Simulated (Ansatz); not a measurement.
**CH₂Al (quartet): B2PLYP, RPA-PBE over a scan of the distance Al1–C2, 6-31G**

Aim: run CH₂Al (quartet) with these functionals over a scan of the distance Al1–C2, and hold them against the top wave-function level at the same points.

Computed with Ansatz 0.2.0, Gaussian basis. Level: 6-31G, all electrons in the functionals, frozen cores in the correlation of double hybrids and RPA.

The runs, in order: B2PLYP, RPA-PBE, at 1.504 Å; 1.702 Å; 1.925 Å; 2.110 Å; 2.374 Å; 2.632 Å; 3.033 Å; 3.571 Å; 4.150 Å; 5.120 Å; 6.639 Å.

18 further runs of the same task are left out: 15 that didn't finish, 3 set aside as unsound or not needed.

## (1) What is computed

The geometry derives from a PBE0/def2-TZVP stationary point (not a proven minimum). One bond is set to the value named and the two fragments are kept rigid.

4 atoms, charge 0, spin multiplicity 4.

Atoms are counted from 1 here; the program's logs count them from 0.

Bond lengths: Al1–C2 1.925 Å, Al1–H3 1.580 Å, Al1–H4 1.580 Å. Angles: C2–Al1–H3 117.7°, C2–Al1–H4 117.7°, H3–Al1–H4 124.6°.

No dispersion term is added.

The geometry shown and the zero of energy belong to the point 1.925 Å. The yardstick, FCI, and other wave-function levels (R restricted, U unrestricted, valence and pair active spaces) come from earlier runs.

## (2) B2PLYP, 1.504 Å

in.yaml reads:

```yaml
crystal:
  periodic: [false, false, false]
  atoms:
    - {symbol: Al, position_ang: [0.000000, 0.000000, 0.404370]}
    - {symbol: C, position_ang: [0.000000, 0.000000, -1.099630]}
    - {symbol: H, position_ang: [0.000000, 1.398998, 1.139345]}
    - {symbol: H, position_ang: [0.000000, -1.398998, 1.139345]}
basis:
  gaussian: {orbitals: 6-31G}
magnetization: {spin_polarized: true, initial_magnetization: 3}
hamiltonian: {xc: {name: B2PLYP}}
correlation: {electrons: outside_noble_gas}
```

On the command line:

```sh
$ ansatz run in.yaml --threads 1 --pin off --events-out ev --progress --plain --max-ram 2393MiB
```

The runs that follow: B2PLYP, 1.702 Å; B2PLYP, 1.925 Å; B2PLYP, 2.110 Å; B2PLYP, 2.374 Å; B2PLYP, 2.632 Å; B2PLYP, 3.033 Å; B2PLYP, 3.571 Å; B2PLYP, 4.150 Å; B2PLYP, 5.120 Å; B2PLYP, 6.639 Å; RPA-PBE, 1.504 Å; RPA-PBE, 1.702 Å; RPA-PBE, 1.925 Å; RPA-PBE, 2.110 Å; RPA-PBE, 2.374 Å; RPA-PBE, 2.632 Å; RPA-PBE, 3.033 Å; RPA-PBE, 3.571 Å; RPA-PBE, 4.150 Å; RPA-PBE, 5.120 Å; RPA-PBE, 6.639 Å.

Before running them: what should the planned runs give, taken together? Wanted: span of the FCI curve; largest miss, B2PLYP; largest miss, RPA-PBE.

As calculated:

| quantity | value |
| --- | --- |
| span of the FCI curve | 314.9 kJ/mol |
| largest miss, B2PLYP | -19.1 kJ/mol (1.504 Å) |
| largest miss, RPA-PBE | -55.7 kJ/mol (6.639 Å) |

**Reading.** Of the functionals, B2PLYP keep the smallest largest miss at the points compared (at most 19.1 kJ/mol) and RPA-PBE strays most (55.7 kJ/mol, at 6.639 Å). Functionals and the yardstick converge differently with the basis, so part of each miss in 6-31G is the basis.
